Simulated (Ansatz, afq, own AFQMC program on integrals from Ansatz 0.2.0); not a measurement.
## Where AFQMC and coupled cluster stand for P$_{2}$H$_{3}$, doublet

| atom | x (Å) | y (Å) | z (Å) |
| --- | --- | --- | --- |
| P | 0.2159 | -1.1140 | 0.0633 |
| P | -0.3389 | 1.0041 | 0.1404 |
| H | -0.4208 | -1.2807 | -1.2101 |
| H | 0.3757 | 1.4738 | -1.0051 |
| H | 0.6537 | 1.4020 | 1.0839 |

Connectivity, by distances: PH–PH2.

Basis def2-TZVP. Only valence electrons are correlated. Ansatz 0.2.0 and our own AFQMC program on the same integrals; the CISD trial comes from CCSD amplitudes, and released means the phaseless constraint is let go. Error bars are statistical, one sigma.

Determinant: UHF, the one that the program's search chose, which needn't be the lowest solution. The geometry is a PBE0/def2-SVP stationary point of this or a neighbouring charge and spin state.

No full CI on the walks' own integrals is used here; CCSDT(Q) serves as the reference and is uncertain by about the last step of the cluster series.

- T1 diagnostic: 0.0204
- weight of the determinant in the CISD state: 0.836
- ⟨S²⟩ of the determinant: 0.772
- size of the correlated space: 13 electrons in 82 orbitals

```
  level  correlation energy (eV)
    MP2                  -7.4483
   CCSD                  -8.6807
CCSD(T)                  -9.0613
```

(1) Estimate where phaseless AFQMC with a CISD trial lies against CCSD(T) on the same integrals.

(1) 1.15 ± 0.13 kcal/mol below CCSD(T).

Reference: CCSDT(Q), correlation energy -9.128 eV. The released energy is read at 2.40 1/Eh (meV from the phaseless value at times in 1/Eh: -7 ± 5 at 0.24, -11 ± 6 at 0.51, -21 ± 7 at 0.99, -21 ± 6 at 1.62, -22 ± 9 at 2.40).

```tsv
level	E − E(reference) (kcal/mol)	share of correlation (%)
CCSD(T)	1.54	99.27
CCSDT	0.49	99.77
ph-AFQMC/CISD	0.39 ± 0.13	99.82
released AFQMC	-0.13 ± 0.21	100.06
```

Released energies are given only where the last usable release times agree within the noise; a slower fall can still hide under it.
